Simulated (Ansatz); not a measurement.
# C2F4: the cost of one run

Method: cc-pVQZ, core rule «outside noble gas», up to 6 orbitals frozen; program: Ansatz 0.2.0, Gaussian basis.

To be run: UHF; CCSD(T) on RHF; BCCD(T) on RHF.

16 further runs of the same task are left out: 3 that didn't finish, 13 set aside as unsound or not needed.

## Step 1: The system

The geometry is an MP2(full)/6-31G* stationary point (not a proven minimum).

6 atoms, charge 0, spin multiplicity 1.

Atoms are counted from 1 here; the program's logs count them from 0.

Bond lengths: C1–C2 1.326 Å, C1–F3 1.327 Å, C1–F4 1.327 Å, C2–F5 1.327 Å, C2–F6 1.327 Å. Angles: C2–C1–F3 123.0°, C2–C1–F4 123.0°, F3–C1–F4 114.0°, C1–C2–F5 123.0°, C1–C2–F6 123.0°, F5–C2–F6 114.0°.

## Step 2: UHF

File in.yaml:

```yaml
crystal:
  periodic: [false, false, false]
  atoms:
    - {symbol: C, position_ang: [0.000000, 0.000000, 0.663230]}
    - {symbol: C, position_ang: [0.000000, 0.000000, -0.663230]}
    - {symbol: F, position_ang: [0.000000, 1.112665, 1.385652]}
    - {symbol: F, position_ang: [0.000000, -1.112665, 1.385652]}
    - {symbol: F, position_ang: [0.000000, 1.112665, -1.385652]}
    - {symbol: F, position_ang: [0.000000, -1.112665, -1.385652]}
basis:
  gaussian: {orbitals: cc-pVQZ}
magnetization: {spin_polarized: true, initial_magnetization: 0}
hamiltonian: {xc: hf}
output: {orbitals: {seedname: orbitals}}
```

Command:

```bash
ansatz run in.yaml --threads 1 --pin off --events-out ev --progress --plain --max-ram 4160MiB --backend cpu
```

Q: Estimate wall time and peak memory on 1 thread of AMD EPYC 7R13, shared host.

About 45 s, with a peak of 1.4 GiB.
